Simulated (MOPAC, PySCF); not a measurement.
Species: CF3 (charge 0, doublet). SMILES: F[C](F)F
Structure (B3LYP-D3(BJ)/def2-TZVP (Ansatz) minimum search):
```xyz
4

C      0.0017    -0.0026     0.3251
F     -0.0171     1.2604    -0.0619
F      1.0990    -0.6148    -0.0830
F     -1.0831    -0.6438    -0.0717
```
Charge 0, spin multiplicity 2.

Unscaled harmonic wavenumbers (cm⁻¹) in rising order, each level at the stationary point that it reaches from this structure (no distance between atoms moves by over 0.3 Å); the order of modes can differ between levels, and a negative number is imaginary. B3LYP-D3(BJ)/def2-TZVP (PySCF, at the structure above): 504, 504, 696, 1077, 1239, 1239.

AM1 (MOPAC): 432, 432, 583, 1145, 1591, 1591. Zero-point energy 8.3 against 7.5 kcal/mol; where all levels lie over 400 cm⁻¹, the wavenumbers are on average 1.031 times those of B3LYP-D3(BJ)/def2-TZVP.

PM3 (MOPAC): 431, 431, 589, 1198, 1692, 1692. Zero-point energy 8.6 against 7.5 kcal/mol; where all levels lie over 400 cm⁻¹, the wavenumbers are on average 1.067 times those of B3LYP-D3(BJ)/def2-TZVP.

PM6 (MOPAC): 420, 420, 542, 1085, 1429, 1429. Zero-point energy 7.6 against 7.5 kcal/mol; where all levels lie over 400 cm⁻¹, the wavenumbers are on average 0.961 times those of B3LYP-D3(BJ)/def2-TZVP.
